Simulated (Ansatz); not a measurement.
One change: `C/C=C/N` becomes `C/C=C(\N)Cl`.

Ansatz, PBE0-D4/def2-TZVP geometries, multiplicity 1. Each molecule was computed in one conformer, which needn't be the lowest.

```csv
property,`C/C=C/N`
HOMO energy (PBE0/def2-TZVPP) / eV,-5.71
LUMO energy (PBE0/def2-TZVPP) / eV,1.17
HOMO–LUMO gap (PBE0/def2-TZVPP) / eV,6.88
LUMO energy (B3LYP/def2-TZVPP) / eV,0.84
size of the dipole moment (PBE/def2-TZVPP) / D,1.35
LUMO energy (ωB97M-V/def2-TZVPP) / eV,2.65
```

Q: What does the change do to each property? (Best estimate.)

A: Computed: 
| property | `C/C=C(\N)Cl` | shift |
| --- | --- | --- |
| HOMO energy (PBE0/def2-TZVPP) / eV | -6.10 | -0.39 |
| LUMO energy (PBE0/def2-TZVPP) / eV | 0.76 | -0.41 |
| HOMO–LUMO gap (PBE0/def2-TZVPP) / eV | 6.86 | -0.02 |
| LUMO energy (B3LYP/def2-TZVPP) / eV | 0.48 | -0.36 |
| size of the dipole moment (PBE/def2-TZVPP) / D | 2.13 | 0.78 |
| LUMO energy (ωB97M-V/def2-TZVPP) / eV | 2.32 | -0.33 |

Dipoles are sizes alone; their direction can turn.

B3LYP here is the variant with VWN-RPA as its local correlation; programs differ in this.
